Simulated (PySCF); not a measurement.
# Cost of excited-state runs on Thioformaldehyde (C=S, CH2S)

Atoms are numbered as in `[CH2:1]=[S:2]`. Each H is labelled by its parent atom.

PySCF with density fitting, on 1 thread of an Arm Neoverse V1, shared host. Command: `OMP_NUM_THREADS=1 python excited_run.py task.json out`

How long does each of these runs take, and how much memory?
- vibronic structure, CAM-B3LYP/def2-TZVP; Tamm-Dancoff; with frequencies; grid level 1
- excited-state relaxation, CAM-B3LYP/def2-TZVP; state S1; TDA; with frequencies; grid level 1
- excited-state relaxation, CAM-B3LYP/def2-TZVP; state T1; TDA; grid level 1
- excited-state relaxation, CAM-B3LYP/def2-TZVP; state T1; UKS; with frequencies; grid level 1


```
                     run                level  basis functions  wall time  peak memory (GiB)
      vibronic structure  CAM-B3LYP/def2-TZVP               80      2.5 s               0.38
excited-state relaxation  CAM-B3LYP/def2-TZVP               80       65 s               0.37
excited-state relaxation  CAM-B3LYP/def2-TZVP               80      7.7 s               0.38
excited-state relaxation  CAM-B3LYP/def2-TZVP               80       41 s               0.38
```
Times from a shared host are rough.
